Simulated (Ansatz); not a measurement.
Chalcopyrite CuGaSe₂ was calculated with r²SCAN-D4 (Ansatz, a first-principles code, plane waves, PAW).

Run with plane-wave cutoff 560 eV, 8×8×8 k mesh, Fermi–Dirac smearing 0.01 eV, no spin polarisation, scalar-relativistic PAW data made under PBE.

On both sides of the equilibrium volume: at 21.098 Å³/atom the pressure is 1.54 GPa and the direct gap at Γ 0.721 eV; at 21.960 Å³/atom they are -1.37 GPa and 0.536 eV. The fitted bulk modulus is 72.5 GPa.

**Question.** Work out the volume deformation potential of this gap and its pressure coefficient, in two ways.

**Answer.** a_V = dE_g/d ln V = (0.536 − 0.721)/ln(21.960/21.098) = -4.62 eV. Since dP = −B d ln V, dE_g/dP = −a_V/B = 64 meV/GPa. Straight from the pressures: (0.721 − 0.536)/(1.54 − (-1.37)) = 64 meV/GPa. At this level and over this range the gap at Γ widens under pressure.

Spin–orbit coupling is not included.

Note: the bulk modulus comes from volumes at which shape and atoms were relaxed.
